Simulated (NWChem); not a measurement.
Species: trimethylamine (C₃H₉N); SMILES N(C)(C)C

Computed with NWChem. Medium grid unless said otherwise, to which SCAN and Minnesota functionals are sensitive. Coordinates come from a PBE0/def2-SVP optimisation. Computed dipoles belong to the equilibrium geometry; the measured one is vibrationally averaged.

Measured dipole moment: 0.61 D (NIST CCCBDB, as tabulated in the package chemicals).

```tsv
level	dipole moment (D)	computed − measured
PBE/def2-TZVP	[?]	[?]
B3LYP/def2-TZVP	0.38	-0.23
Hartree-Fock/def2-TZVP	0.54	-0.07
BLYP/def2-TZVP	[?]	[?]
LDA (Slater exchange, VWN5)/def2-TZVP	0.32	-0.29
r2SCAN/def2-TZVP	0.33	-0.28
```

Q: What belongs in the gaps?

A: 
- PBE/def2-TZVP, dipole moment (D): 0.30
- PBE/def2-TZVP, computed − measured: -0.31
- BLYP/def2-TZVP, dipole moment (D): 0.29
- BLYP/def2-TZVP, computed − measured: -0.32
